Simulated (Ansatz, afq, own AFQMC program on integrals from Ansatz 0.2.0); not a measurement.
SiC, singlet: AFQMC among the cluster methods

```xyz
2

Si    0.0000    0.0000    0.0000
C     0.0000    0.0000    1.3270
```

Basis 6-31G. Only valence electrons are correlated. Integrals, coupled cluster, full CI and functionals: Ansatz 0.2.0; the random walks run on the same integrals in our own AFQMC program. The CISD trial takes its coefficients from CCSD amplitudes. Released means that phaseless walkers are propagated on without the constraint, phases kept. Uncertainties: one standard error, sampling alone.

Determinant: UHF, the one that the program's search chose, which needn't be the lowest solution. The geometry is a point of a scan.

Full CI on the same integrals is exact in this basis and with this determinant's frozen core.

Cautions: strong correlation (T1 0.124, weight of the determinant 0.63, largest double 0.21); unrestricted determinant spin contaminated (⟨S²⟩ 1.49 against 0.00); CCSD(T) is in doubt: in a space of 8 electrons in 8 natural orbitals full CI lies 230 meV below it.

The T1 diagnostic is 0.1237 and the weight of the determinant in the CISD state is 0.633. The ⟨S²⟩ of the determinant is 1.490. The size of the correlated space is 8 electrons in 16 orbitals.

```csv
level,correlation energy (eV)
MP2,-2.2755
CCSD,-3.5355
CCSD(T),-3.7048
```

Problem. Estimate where AFQMC with the constraint released lies against CCSD(T) on the same integrals.

Solution. 258.8 ± 36.4 meV below CCSD(T).

Reference: full CI, correlation energy -3.978 eV. The released energy is read at 2.40 1/Eh (meV from the phaseless value at times in 1/Eh: -10 ± 21 at 0.24, 5 ± 21 at 0.51, 5 ± 19 at 0.99, -35 ± 20 at 1.62, -45 ± 36 at 2.40). The cautions show a poor starting determinant, so the rows tell how each method copes with it here, and full CI is the sure value.

```json
{"level": "CCSD(T)", "E − E(reference) (meV)": "272.8", "share of correlation (%)": "93.14"}
{"level": "CCSDT", "E − E(reference) (meV)": "113.4", "share of correlation (%)": "97.15"}
{"level": "CCSDT(Q)", "E − E(reference) (meV)": "30.0", "share of correlation (%)": "99.25"}
{"level": "CCSDTQ", "E − E(reference) (meV)": "17.1", "share of correlation (%)": "99.57"}
{"level": "ph-AFQMC/HF", "E − E(reference) (meV)": "-59.9 ± 48.3", "share of correlation (%)": "101.51"}
{"level": "ph-AFQMC/CISD", "E − E(reference) (meV)": "59.4 ± 21.1", "share of correlation (%)": "98.51"}
{"level": "released AFQMC", "E − E(reference) (meV)": "14.1 ± 36.4", "share of correlation (%)": "99.65"}
```

CCSDT and higher add their correlation energy to the determinant of the CCSD(T) run, since their own runs factorise the integrals more tightly (a shift of under 2 meV). A walk keeps the symmetry of its determinant, which the program's search chose and which needn't be the lowest solution, so a lower state of the same spin and another symmetry isn't excluded. Released energies are given only where the last usable release times agree within the noise; a slower fall can still hide under it.
